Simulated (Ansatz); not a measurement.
hcp Zr was calculated with LDA in Ansatz (PAW).

Numerical settings: plane-wave cutoff 500 eV, 30×30×14 k mesh (along the axes of the cell as run), Fermi–Dirac smearing 0.1 eV, scalar-relativistic PAW data made under PBE.

Computed at the level's own relaxed cell.

Problem. Estimate the volume per atom, equilibrium lattice constant a and c axis length that the calculation returns.

Solution. 
- volume per atom: 21.79 Å³/atom
- equilibrium lattice constant a: 3.144 Å
- c axis length: 5.093 Å

Measured, for comparison: lattice constant a 3.232 Å, lattice parameter c 5.148 Å (293 K, not corrected to a static lattice; as tabulated in Wikipedia's data pages). Computed (rounded) less measured: lattice constant a -2.7 %, lattice parameter c -1.1 %. A static lattice is as a rule a little smaller and stiffer than an uncorrected measurement, which narrows the difference in the lattice parameter c and would widen misses of the other sign.

Computed values are for the static lattice.

Cost on a shared machine: very roughly 2.6 core-minutes.

Ansatz is an electronic-structure program.
